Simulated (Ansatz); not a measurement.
Program: Ansatz. Geometries: PBE0-D4/def2-TZVP. ΔE: electronic, gas phase. CBS: MP2 limit from def2 TZ/QZ plus the TZ coupled-cluster correction, frozen cores. This one scheme is used for every species, atoms too. DFT in def2-TZVPP. B3LYP here is the variant with VWN-RPA as its local correlation; programs differ in this. HSE06 is defined as in plane-wave codes. Open shells (•) are unrestricted, without spin–orbit coupling. Spin–orbit coupling would lower the free atoms: a little for C, Si.

`CC(C)[SiH3]` → 3 C• + 10 H• + Si•  (atomization)

`CC(C)[SiH3]`:

Cartesian coordinates in Å:
```
C 0.486 -0.367 1.392
C -0.337 -0.286 0.110
C 0.309 -1.085 -1.019
Si -0.620 1.505 -0.402
H 0.013 0.168 2.219
H 0.622 -1.408 1.704
H 1.483 0.061 1.248
H -1.332 -0.706 0.308
H 1.298 -0.686 -1.267
H -0.293 -1.068 -1.931
H 0.444 -2.132 -0.729
H -1.462 1.578 -1.628
H 0.687 2.161 -0.690
H -1.298 2.265 0.685
```

```csv
level,ΔE (kJ/mol),difference from CCSD(T)/CBS
LDA (SPW92),5672.0,589.4
PBE-D4,5112.5,29.9
revPBE-D4,5029.1,-53.5
BLYP-D4,5039.6,-43.0
r2SCAN-D4,5081.8,-0.8
B97M-V,5090.6,8.0
PBE0-D4,5082.1,-0.5
B3LYP-D4,5085.7,3.1
r2SCAN0-D4,5052.9,-29.7
HSE06-D4,5084.4,1.8
BHLYP-D4,5006.0,-76.6
CAM-B3LYP-D4,5104.0,21.4
ωB97X-V,5094.3,11.7
ωB97M-V,5091.0,8.4
B2PLYP,5028.5,-54.1
PBE-QIDH,5058.6,-24.0
PBE,5086.3,3.7
revPBE,4944.0,-138.6
BLYP,4981.4,-101.2
PBE0,5060.0,-22.6
B3LYP,5043.8,-38.8
r2SCANh,5062.7,-19.9
r2SCAN0,5045.3,-37.3
HSE06,5063.9,-18.7
BHLYP,4975.7,-106.9
CAM-B3LYP,5081.9,-0.7
LC-ωPBE,5054.1,-28.5
HF/def2-SVP,3934.2,-1148.4
MP2/def2-SVP,4858.5,-224.1
CCSD/def2-SVP,4835.3,-247.3
HF/def2-TZVPP,3897.9,-1184.7
MP2/def2-TZVPP,4985.6,-97.0
SCS-MP2/def2-TZVPP,5004.1,-78.5
CCSD(T)/def2-TZVPP,4978.9,-103.7
HF/def2-QZVPP,3902.6,-1180.0
MP2/def2-QZVPP,5046.7,-35.9
SCS-MP2/def2-QZVPP,5073.6,-9.0
HF/CBS(def2),3903.5,-1179.1
MP2/CBS(def2),5089.3,6.7
CCSD/CBS(def2),5034.8,-47.8
CCSD(T)/CBS,5082.6,0
```

Largest T1 diagnostic among the species: 0.012.

From BLYP to BHLYP (50 % exact exchange), in def2-TZVPP and without D4, ΔE moves by −5.7 kJ/mol: exact exchange takes away binding that semilocal exchange gives to molecules. Leaving LDA and LC-ωPBE aside and taking each functional with its dispersion term where it has one, the values spread over 106.6 kJ/mol, from BHLYP-D4 to PBE-D4. LDA lies +585.7 kJ/mol from PBE without D4, its usual overbinding.

For atomizations the MP2-based limit and the directly extrapolated one differ by several kJ/mol either way, and by 10 to 25 for some Ge, Se and Sn compounds, so smaller differences from it don't rank the levels.
